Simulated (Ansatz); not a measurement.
# [CF2]+ (SMILES F[C+]F): name the method

[CF2]+ has 3 atoms, charge +1, and is taken as a doublet. SMILES: `F[C+]F`. The shape is that of a PBE0-D4/def2-TZVP optimisation.

```xyz
3

F     0.3791    0.9730    0.3162
C     0.2757   -0.2214    0.1273
F    -0.6548   -0.7516   -0.4435
```

A calculation with Ansatz 0.2.0 gave:

```json
{"total energy": "-237.1569 Eh", "HOMO energy": "-17.06 eV", "LUMO energy": "-14.28 eV", "⟨S²⟩": "0.753"}
```

**Question.** Which of these levels gave the numbers?
A. HF/cc-pVTZ
B. revPBE/cc-pVTZ
C. PBE/cc-pVTZ
D. wB97M-V/cc-pVTZ

**Answer.** C. The others give -237.3159 Eh (revPBE/cc-pVTZ), -236.3813 Eh (HF/cc-pVTZ), -237.3248 Eh (wB97M-V/cc-pVTZ).
